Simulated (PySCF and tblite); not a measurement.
Ethane, 1,1,2-trifluoro, C2H3F3, numbered as in [F:1][CH2:2][CH:3]([F:4])[F:5]. Free energies: TPSS-D3(BJ)/def2-TZVP (IEF-PCM, tetrahydrofuran) on GFN2-xTB structures plus GFN2-xTB thermal terms, symmetry and mirror images included. Conformers within 4 kcal/mol (GFN2-xTB free energy) were kept, 10 at most. GIAO shieldings: WP04/pcSseg-1 (IEF-PCM, tetrahydrofuran). Couplings: B3LYP/pcJ-1. Shifts are against TMS (¹H), TMS (¹³C) at the same level. Programs: PySCF with density fitting and tblite.

Torsions listed: F1–C2–C3–F4. Of a mirror pair one member is shown.

Two conformers hold nearly all the population. I: 94°; δ(H3) = 6.60 ppm. II: -59°; δ(H3) = 6.30 ppm. The average over the ensemble at 298.15 K is 6.41 ppm.

Q: What populations and free-energy difference follow from a two-state model?

A: p(I) = (6.41 − 6.30)/(6.60 − 6.30) = 0.37, so K = p(II)/p(I) = 1.73 and G(II) − G(I) = −RT ln K = -0.32 kcal/mol. One of the two counts twice, as a mirror pair, which this difference holds. The weights computed directly are 36.8 % and 63.2 %.
